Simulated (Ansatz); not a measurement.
# Al₂H₂+ (doublet): from Hartree-Fock to the top rungs, def2-TZVPP

The task here is to estimate one member of a computed series from the others.

Computed with Ansatz 0.2.0, Gaussian basis. Level: def2-TZVPP, core rule «outside noble gas», up to 10 orbitals frozen.

To be run: UHF; ROHF; CCSD(T) on UHF.

2 further runs of the same task are left out: 2 set aside as unsound or not needed.

## The system

The geometry is a PBE0/def2-TZVP stationary point (not a proven minimum) of the parent state, kept for this charge and spin.

4 atoms, charge 1, spin multiplicity 2.

Atoms are counted from 1 here; the program's logs count them from 0.

Bond lengths: Al1–Al2 2.545 Å, Al1–H3 1.589 Å, Al1–H4 1.589 Å. Angles: Al2–Al1–H3 116.8°, Al2–Al1–H4 116.8°, H3–Al1–H4 126.5°.

Set-up of the first run:

Contents of in.yaml:

```yaml
crystal:
  periodic: [false, false, false]
  atoms:
    - {symbol: Al, position_ang: [0.000000, 0.000000, -1.200958]}
    - {symbol: Al, position_ang: [0.000000, 0.000000, 1.344142]}
    - {symbol: H, position_ang: [0.000000, 1.418400, -1.916458]}
    - {symbol: H, position_ang: [0.000000, -1.418400, -1.916458]}
basis:
  gaussian: {orbitals: def2-TZVPP}
total_charge: 1
magnetization: {spin_polarized: true, initial_magnetization: 1}
hamiltonian: {xc: hf}
output: {orbitals: {seedname: orbitals}}
```

The run is started by

```console
$ ansatz run in.yaml --threads 1 --pin off --events-out ev --progress --plain --max-ram 4096MiB --backend cpu
```

Steps of the session up to this table: UHF; ROHF; CCSD(T) on UHF.

One table of the session follows, with a row left open; its other results are not shown here.

It belongs to the step «Misses and costs». 

```
  method  from UCCSD(T) (kcal/mol)
    ROHF                    +88.40
     UHF                    +85.36
    UMP2                    +21.23
   UCCSD                         ?
UCCSD(T)                         0
```

Q: Estimate the row for UCCSD from the others.

As computed: from UCCSD(T) (kcal/mol): +1.94. In the column «from UCCSD(T) (kcal/mol)» it lies between UCCSD(T) (0) and UMP2 (+21.23).
